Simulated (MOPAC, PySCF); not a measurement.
C₃H₉N, SMILES `CN(C)C`, neutral singlet in the gas phase. 

Z-matrix (Å, degrees):
```
N
C 1 1.4384
H 2 1.1014 1 110.22
H 2 1.1014 3 107.71 1 120.28
H 2 1.1157 3 107.57 4 115.69
C 1 1.4384 2 112.48 3 175.25
H 6 1.1014 1 110.22 2 -56.48
H 6 1.1014 7 107.71 1 120.28
H 6 1.1157 7 107.57 8 115.69
C 1 1.4384 2 112.48 3 -56.49
H 10 1.1014 1 110.22 2 175.24
H 10 1.1014 11 107.71 1 120.28
H 10 1.1157 11 107.57 12 115.69
```
Charge 0, spin multiplicity 1.

All levels are single points at this geometry (PBE0-D3(BJ)/def2-SVP); Pople sets use spherical d functions. Orbital energies aren't observables, and empty levels follow the basis.

```
level                            HOMO (eV)  LUMO (eV)  gap (eV)  dipole (D)  vertical IE, Delta-SCF (eV)
-------------------------------  ---------  ---------  --------  ----------  ---------------------------
TPSSh-D3(BJ)/def2-TZVP in PySCF      -5.36       0.94      6.29        0.39                         8.11
B3LYP/6-311+G** in PySCF             -5.91       0.07      5.98        0.46                            –
PBE/6-31G* in PySCF                  -4.39       1.66      6.06        0.40                         7.97
HF/6-31G* in PySCF                   -9.40       6.03     15.43        0.65                         7.12
HF/STO-3G in PySCF                   -7.65      16.82     24.47        0.89                            –
PM6 in MOPAC                         -8.20       3.13     11.33        1.54                            –
```
